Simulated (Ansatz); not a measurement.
**Basis or method: atomization of BSiH₂ (H-bridged)**

BSiH2 (H-bridged), doublet; coordinates (Å): Si 0.000 -0.005 0.595; B 0.000 -0.078 -1.248; H 0.000 1.151 -0.760; H 0.000 -0.167 -2.430. Quantity: atomization.

Ansatz 0.2.0, basis 6-31G or cc-pVDZ or cc-pVTZ; geometries are PBE0/def2-TZVP minima. Wave-function levels freeze the cores; HF, MP2 and coupled cluster are restricted for singlets and unrestricted otherwise, atoms included (their steps beyond CCSDT(Q) come from restricted open-shell runs), Kohn–Sham unrestricted where that lies lower. NEVPT2 and MRCISD+Q stand on CASSCF in the full valence space, and MRCISD+Q is size-consistent only roughly. The reference is CCSDT(Q) or full CI (coupled cluster only where its series has nearly closed). Semilocal and hybrid functionals correlate all electrons outside any core potential and usually lie nearer their basis limit than the reference, so part of their error here is the reference's basis and frozen-core error; RPA and the MP2 part of double hybrids freeze the same cores as the reference. None of these values is a measured one. Energies are electronic, without zero-point terms. No spin–orbit coupling and no scalar relativity. The species are chosen: bound, without strong static correlation by their natural occupations or amplitudes, in their lowest spin state as far as vertical gaps and like structures tell, and with a ladder that closes on the reference, so errors are smaller than for species at large; levels whose determinant breaks symmetry or spin markedly are left out.

```json
{"level": "reference", "6-31G (kJ/mol)": "850.4 (full CI)", "cc-pVDZ (kJ/mol)": "969.3 (CCSDT(Q))", "cc-pVTZ (kJ/mol)": "1034.0 (CCSDT(Q))"}
{"level": "CCSD", "6-31G (kJ/mol)": "839.1", "cc-pVDZ (kJ/mol)": "953.0", "cc-pVTZ (kJ/mol)": "1014.2"}
{"level": "CCSD(T)", "6-31G (kJ/mol)": "847.9", "cc-pVDZ (kJ/mol)": "966.8", "cc-pVTZ (kJ/mol)": "1031.9"}
{"level": "CCSDT", "6-31G (kJ/mol)": "849.8", "cc-pVDZ (kJ/mol)": "968.2", "cc-pVTZ (kJ/mol)": "1032.6"}
{"level": "NEVPT2", "6-31G (kJ/mol)": "845.3", "cc-pVDZ (kJ/mol)": "951.8", "cc-pVTZ (kJ/mol)": "1005.9"}
{"level": "MRCISD+Q", "6-31G (kJ/mol)": "849.2", "cc-pVDZ (kJ/mol)": "962.7", "cc-pVTZ (kJ/mol)": "1026.5"}
{"level": "PBE", "6-31G (kJ/mol)": "1037.7", "cc-pVDZ (kJ/mol)": "1074.0", "cc-pVTZ (kJ/mol)": "1093.0"}
{"level": "PBE0", "6-31G (kJ/mol)": "1010.2", "cc-pVDZ (kJ/mol)": "1058.8", "cc-pVTZ (kJ/mol)": "1077.8"}
```

From 6-31G to cc-pVTZ the reference moves by 183.6 kJ/mol and PBE by 55.3; the step from CCSD(T) to the reference is 2.5 in the first and 2.2 in the last.
